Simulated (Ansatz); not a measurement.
Reaction (SMILES): C#CC → C1=CC1
B3LYP-D3(BJ)/def2-TZVP geometries, fixed; electronic energies without zero-point terms.
Largest species:
```xyz
7

C     -0.0011    -0.0004     0.2181
C     -0.0068    -0.0029     1.4176
C      0.0060     0.0025    -1.2360
H     -0.0119    -0.0051     2.4795
H      0.0152     1.0232    -1.6237
H      0.8874    -0.5130    -1.6226
H     -0.8790    -0.5002    -1.6311
```

Basis-set convergence of the isomerisation energy at MP2 with Ansatz (a first-principles code). Cartesian d functions, on some or all atoms, in 6-31G*, 6-31+G*; all else is spherical. Cores are frozen. No added dispersion term, no relativity. Functions are those of the species that has most. Reference: Hartree-Fock in cc-pVQZ plus the correlation part extrapolated as X^-3 from cc-pVTZ and cc-pVQZ, 23.76 kcal/mol, itself unsure by roughly 0.02 kcal/mol (a third of the extrapolation step and of the last Hartree-Fock step). Deviations are taken from unrounded values.

```json
[
 {"basis": "6-31G*", "functions": "53", "isomerisation energy (kcal/mol)": "22.64"},
 {"basis": "6-31+G*", "functions": "65", "isomerisation energy (kcal/mol)": "22.98"},
 {"basis": "cc-pVDZ", "functions": "62", "isomerisation energy (kcal/mol)": "23.22"},
 {"basis": "aug-cc-pVDZ", "functions": "105", "isomerisation energy (kcal/mol)": "23.35"},
 {"basis": "def2-SVP", "functions": "62", "isomerisation energy (kcal/mol)": "21.61"},
 {"basis": "def2-SVPD", "functions": "92", "isomerisation energy (kcal/mol)": "22.73"},
 {"basis": "pcseg-1", "functions": "62", "isomerisation energy (kcal/mol)": "23.46"},
 {"basis": "aug-pcseg-1", "functions": "105", "isomerisation energy (kcal/mol)": "24.65"},
 {"basis": "6-311G**", "functions": "78", "isomerisation energy (kcal/mol)": "23.73"},
 {"basis": "6-311+G**", "functions": "90", "isomerisation energy (kcal/mol)": "23.83"},
 {"basis": "def2-TZVP", "functions": "117", "isomerisation energy (kcal/mol)": "24.01"},
 {"basis": "def2-TZVPD", "functions": "147", "isomerisation energy (kcal/mol)": "24.16"},
 {"basis": "cc-pVTZ", "functions": "146", "isomerisation energy (kcal/mol)": "23.80"},
 {"basis": "aug-cc-pVTZ", "functions": "230", "isomerisation energy (kcal/mol)": "23.94"},
 {"basis": "pcseg-2", "functions": "146", "isomerisation energy (kcal/mol)": "23.45"},
 {"basis": "aug-pcseg-2", "functions": "230", "isomerisation energy (kcal/mol)": "24.45"},
 {"basis": "def2-TZVPP", "functions": "149", "isomerisation energy (kcal/mol)": "23.67"},
 {"basis": "def2-TZVPPD", "functions": "179", "isomerisation energy (kcal/mol)": "23.82"},
 {"basis": "def2-QZVPP", "functions": "291", "isomerisation energy (kcal/mol)": "23.66"},
 {"basis": "def2-QZVPPD", "functions": "321", "isomerisation energy (kcal/mol)": "23.66"}
]
```

What the diffuse functions change, pair by pair:
- 6-31G* to 6-31+G*: 12 more functions, deviation -1.12 to -0.78 kcal/mol
- cc-pVDZ to aug-cc-pVDZ: 43 more functions, deviation -0.54 to -0.42 kcal/mol
- def2-SVP to def2-SVPD: 30 more functions, deviation -2.16 to -1.03 kcal/mol
- pcseg-1 to aug-pcseg-1: 43 more functions, deviation -0.30 to 0.89 kcal/mol
- 6-311G** to 6-311+G**: 12 more functions, deviation -0.03 to 0.07 kcal/mol
- def2-TZVP to def2-TZVPD: 30 more functions, deviation 0.25 to 0.39 kcal/mol
- cc-pVTZ to aug-cc-pVTZ: 84 more functions, deviation 0.04 to 0.18 kcal/mol
- pcseg-2 to aug-pcseg-2: 84 more functions, deviation -0.31 to 0.69 kcal/mol
- def2-TZVPP to def2-TZVPPD: 30 more functions, deviation -0.09 to 0.06 kcal/mol
- def2-QZVPP to def2-QZVPPD: 30 more functions, deviation -0.10 to -0.10 kcal/mol

They bring the value nearer the reference by more than 0.02 kcal/mol in 4 of 10 pairs.
